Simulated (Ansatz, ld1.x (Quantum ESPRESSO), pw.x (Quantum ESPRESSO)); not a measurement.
# From atom to crystal: PAW potential for Nb (Z = 41)

```json
{
  "Element": "niobium (Nb)",
  "Generator": "ld1.x (Quantum ESPRESSO) 7.5",
  "Type": "PAW",
  "Functional": "LDA (PW92)",
  "Relativity": "scalar-relativistic",
  "Frozen core": "[Ar] 3d10",
  "Valence charge": "13",
  "Reference configuration": "4s2 4p6 4d4 5s1 5p0",
  "Partial waves": "4s (bound): rcut 1.50, rcutus 1.75 bohr; 5s (bound): rcut 1.50, rcutus 1.75 bohr; 4p (bound): rcut 2.25, rcutus 2.40 bohr; 5p (bound, empty): rcut 2.25, rcutus 2.40 bohr; 4d (bound): rcut 1.10, rcutus 1.55 bohr; 4d channel at 0.75 Ry: rcut 1.10, rcutus 1.55 bohr",
  "Local potential": "all-electron potential smoothed inside 2.30 bohr (lloc = -1)",
  "Core correction": "Bessel-smoothed model core inside 1.50 bohr",
  "Augmentation charge": "BESSEL, radius 1.05 bohr"
}
```

Crystal test: diamond Nb in pw.x 7.5, no spin, 8³ k-points, Fermi–Dirac smearing 0.01 Ry, cutoffs 60/480 Ry. The reference is all-electron LAPW (Ansatz 0.2.0) with the same functional, mesh and smearing; V0 and B0 come from Birch–Murnaghan fits to the pressures at five volumes. Errors are pseudo minus all-electron; Δ is the rms difference of the E(V) curves that follow from these fits, minima aligned, over ±6 % about the mean V0. Mesh and smearing are coarse, so the numbers serve the comparison and aren't converged zero-temperature values; the lattice is a test structure that the element need not adopt.

All-electron: a0 = 5.763 Å (V0 = 23.92 Å³/atom), B0 = 78.4 GPa.

**Question.** How far does the potential miss the all-electron equation of state?

**Answer.** mean pressure error (GPa): +0.44; a0 (Å): 5.774; a0 error (%): +0.19; B0 error (%): -1.5; Δ (meV/atom): 2.3. Atomic configuration tests: test run stopped at test 5 of 9 (negative rho).

```
V (Å³/atom)  P all-electron (GPa)  P pseudo (GPa)
     22.685                  4.60            5.06
     23.282                  2.23            2.69
     23.879                  0.14            0.58
     24.476                 -1.72           -1.29
     25.073                 -3.37           -2.95
```

**Question.** At the middle volume, how do free energy and pressure move when the wave cutoff is lowered (ecutrho held at 480 Ry)?

**Answer.**

| cutoff (Ry) | shift of F (meV/atom) | shift of P (GPa) |
| --- | --- | --- |
| 27 | +914.8 | -19.62 |
| 36 | +109.5 | -4.09 |
| 48 | +6.4 | -0.17 |

The run at the middle volume (29 k-points, 34 iterations) took about 2.5 min on one core of a shared host (Neoverse-V1, 32 threads, 247 GiB, load 20).
